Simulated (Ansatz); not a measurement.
`CCF` → fluoromethane + `[CH2]` (triplet)  (formal loss of a carbene)

Gas-phase electronic energies from Ansatz, PBE0-D4/def2-TZVP geometries. CCSD(T)/CBS adds triple-zeta CCSD(T) − MP2 to the extrapolated MP2 energy (def2 sets, frozen cores). This one scheme is used for every species. Functionals use def2-TZVPP. Triplets are unrestricted, without spin–orbit coupling.

| level | ΔE (kcal/mol) |
| --- | --- |
| r2SCANh-D4 | 102.5 |
| revPBE | 102.3 |
| BHLYP | 102.4 |
| HF/def2-SVP | 75.3 |

Question: What does CCSD(T)/CBS give? (Estimate.)

Answer: Ansatz gave: +107.8 kcal/mol. The listed levels differ from it by -5.3, -5.5, -5.4, -32.5 kcal/mol.

Question: What do rigid-rotor, harmonic-oscillator terms from PBE0-D4/def2-TZVP frequencies (298.15 K, 1 bar) make of the CCSD(T)/CBS value? (Best estimate.)

Answer: The calculation gave: ΔZPE = -7.2 kcal/mol, ΔH = +102.5 kcal/mol, ΔS = 154 J/(mol·K), ΔG = +91.5 kcal/mol. Open shells count their whole term as degenerate.

Largest T1 diagnostic among the species: 0.011.

From r2SCAN to r2SCAN0 (25 % exact exchange), in def2-TZVPP and without D4, ΔE moves by −1.0 kcal/mol. Leaving LDA and LC-ωPBE aside and taking each functional with its dispersion term where it has one, the values, not all of them listed here, spread over 8.7 kcal/mol, from r2SCAN0-D4 to ωB97X-V. LDA lies +17.8 kcal/mol from PBE without D4.
